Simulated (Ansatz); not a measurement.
Mg(OH)2 (MgO2H2): single points at one geometry.

```yaml
crystal:
  periodic: [false, false, false]
  atoms:
    - {symbol: Mg, position_ang: [0.026881, 0.013899, -0.000498]}
    - {symbol: O, position_ang: [-0.151959, 0.498327, 1.681644]}
    - {symbol: H, position_ang: [-0.350948, 0.597987, 2.603502]}
    - {symbol: O, position_ang: [0.268792, -0.437966, -1.683819]}
    - {symbol: H, position_ang: [0.207234, -0.672247, -2.600829]}
basis:
  gaussian: {orbitals: def2-TZVP, initial_orbitals: start.molden}
hamiltonian: {xc: pbe0, dispersion: d4}
output: {forces: true, orbitals: {seedname: orbitals}}
```

The file start.molden holds the orbitals of an earlier run on this structure, at another level or in another basis.

```sh
$ ansatz run in.yaml --threads 4 --pin off --events-out ev --progress --plain --max-ram 3916MiB
```

It prints (some lines left out):

```
Functional definition: PBE0
678 factors; their error is unknown
mean field evaluation 1: about -9567.7942 eV, gradient 4.2e0 eV
mean field evaluation 2: about -9567.8054 eV, gradient 1.6e-2 eV
mean field evaluation 4: about -9567.8386 eV, gradient 3.8e-5 eV
mean field evaluation 8: about -9555.2028 eV, gradient 8.8e1 eV
mean field evaluation 16: about -9567.8386 eV, gradient 2.8e-2 eV
mean field -9567.83857514 eV, -351.6115823224 hartree, gradient 6.7e-6 eV, S^2 0.000000; 1 other end points of the search recorded, 0 dependent functions left out
reference -9567.83860405 eV, -351.6115833850 hartree; 15, 15 occupied and 91, 91 virtual orbitals, 678 factors
Total energy: -9567.87803564 eV, -351.6130324692 hartree
Atom 0 at     0.026881     0.013899    -0.000498 Å, force    -0.007603    -0.003858     0.000388 eV/Å
Atom 1 at    -0.151959     0.498327     1.681644 Å, force    -0.012312     0.008986     0.061987 eV/Å
Atom 2 at    -0.350948     0.597987     2.603502 Å, force     0.021767    -0.020024    -0.117283 eV/Å
Atom 3 at     0.268792    -0.437966    -1.683819 Å, force    -0.002055    -0.017971    -0.068684 eV/Å
Atom 4 at     0.207234    -0.672247    -2.600829 Å, force     0.000203     0.032868     0.123592 eV/Å
Dipole moment:    -0.111016    -0.057343     0.002081 e Å
```

Run time 1.3 s (4 threads of Arm Neoverse N1 on a shared host).

The first input with `hamiltonian: {xc: {name: wB97M-V}}`, `scf: {omitted_lower_state_checks: [starts]}`, `output: {orbitals: {seedname: orbitals}}` (abridged; 2.5 s):

```
Functional definition: wB97M-V
mean field -9573.67835702 eV, -351.8261903481 hartree, gradient 6.4e-5 eV, S^2 0.000000
Total energy: -9573.67840275 eV, -351.8261920286 hartree
Checks for a lower state left out: starts
```

The first input with `hamiltonian: {xc: hf}`, `scf: {omitted_lower_state_checks: [starts]}`, `output: {orbitals: {seedname: orbitals}}` (abridged; 0.4 s):

```
Functional definition: HF
mean field -9541.70742039 eV, -350.6512800976 hartree, gradient 1.7e-5 eV, S^2 0.000000
Total energy: -9541.70742039 eV, -350.6512800976 hartree
Checks for a lower state left out: starts
```

As the first input, with `gaussian: {orbitals: def2-TZVPP, initial_orbitals: start.molden}`, `correlation: {method: ccsd_t}`, `scf: {omitted_lower_state_checks: [starts]}`, `output: {orbitals: {seedname: orbitals}}` and without the key `hamiltonian` (abridged; 9.5 s):

```
Functional definition: HF
mean field -9541.79049973 eV, -350.6543332071 hartree, gradient 2.8e-6 eV, S^2 0.000000
3 core orbitals not correlated: weight in the atoms' cores, before any rotation towards them, 1.000 or more for the frozen orbitals, at most 0.000 for the correlated occupied ones
second order -18.89486774 eV of doubles, -0.00000000 eV of singles
cycle   1  -18.68905245 eV  change    2.1e-1 eV  update   8.3e-2
cycle   2  -18.99651013 eV  change   -3.1e-1 eV  update   2.5e-2
cycle   3  -19.08607725 eV  change   -9.0e-2 eV  update   1.2e-2
cycle   4  -19.07747548 eV  change    8.6e-3 eV  update   3.1e-3
cycle   5  -19.07558856 eV  change    1.9e-3 eV  update   1.2e-3
cycle   6  -19.07604616 eV  change   -4.6e-4 eV  update   4.0e-4
cycle   7  -19.07588854 eV  change    1.6e-4 eV  update   1.4e-4
cycle   8  -19.07582293 eV  change    6.6e-5 eV  update   4.8e-5
cycle   9  -19.07582166 eV  change    1.3e-6 eV  update   2.1e-5
perturbative correction -0.50419757 eV, -0.0185289190 hartree
Total energy: -9561.37051897 eV, -351.3738856423 hartree
Checks for a lower state left out: starts
```

The first input with `hamiltonian: {xc: {name: B2PLYP}}`, `scf: {omitted_lower_state_checks: [starts]}` and without the key `output` (abridged; 1.2 s):

```
Functional definition: B2PLYP
mean field -9564.93890149 eV, -351.5050212812 hartree, gradient 3.3e-6 eV, S^2 0.000000
3 core orbitals not correlated: weight in the atoms' cores, before any rotation towards them, 1.000 or more for the frozen orbitals, at most 0.000 for the correlated occupied ones
second order -22.02563729 eV of doubles, -0.00000000 eV of singles
Total energy: -9570.88596174 eV, -351.7235717144 hartree
Checks for a lower state left out: starts
```

The first input with `gaussian: {orbitals: def2-SVP, initial_orbitals: start.molden}`, `hamiltonian: {xc: pbe, dispersion: d4}`, `scf: {omitted_lower_state_checks: [starts]}`, `output: {orbitals: {seedname: orbitals}}` (abridged; 0.45 s):

```
Functional definition: PBE
mean field -9560.27470972 eV, -351.3336153954 hartree, gradient 1.1e-5 eV, S^2 0.000000
Total energy: -9560.32151405 eV, -351.3353354228 hartree
Checks for a lower state left out: starts
```

The first input with `correlation: {method: mp2}`, `scf: {omitted_lower_state_checks: [starts]}`, `output: {orbitals: {seedname: orbitals}}` and without the key `hamiltonian` (abridged; 0.5 s):

```
Functional definition: HF
mean field -9541.70760539 eV, -350.6512868965 hartree, gradient 2.3e-6 eV, S^2 0.000000
3 core orbitals not correlated: weight in the atoms' cores, before any rotation towards them, 1.000 or more for the frozen orbitals, at most 0.000 for the correlated occupied ones
second order -18.70252106 eV of doubles, -0.00000000 eV of singles
Total energy: -9560.41012645 eV, -351.3385918683 hartree
Checks for a lower state left out: starts
```

Geometry: r2SCAN-D4/def2-TZVP.

Correlated methods freeze 3 core orbitals; core or outer-core shells of Mg are correlated, in sets that lack core-valence functions.
